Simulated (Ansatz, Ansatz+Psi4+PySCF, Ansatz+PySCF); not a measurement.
```xyz
10

C     0.0167    0.5412   -0.0093
C     0.0201   -0.1979    1.2837
C     0.0229   -0.2035   -1.2947
H    -0.3314    1.5783   -0.0043
H     0.2299    0.4612    2.1336
H     0.2227    0.4545   -2.1472
H    -0.9496   -0.6929    1.4840
H     0.7769   -0.9967    1.2844
H     0.7740   -0.9880   -1.2857
H    -0.9457   -0.6877   -1.4839
```

Basis set: cc-pVTZ (spherical functions). Left uncorrelated: 3 orbitals. Correlation on ROHF uses semicanonical orbitals with singles. Charge 0, multiplicity 2.

Computed with Ansatz (development build ahead of 0.2.0); each method stands on the lowest determinant of its kind that the runs found.

(1) Give the atomization energy at this shape (free ground-state atoms in the same class of orbitals less the molecule, no zero-point energy) of doublet C3H7 by ROHF-MP2, UHF-MP2.

Results:

(1)

| method | atomization energy |
| --- | --- |
| ROHF-MP2 | 38.39 eV |
| UHF-MP2 | 38.36 eV |
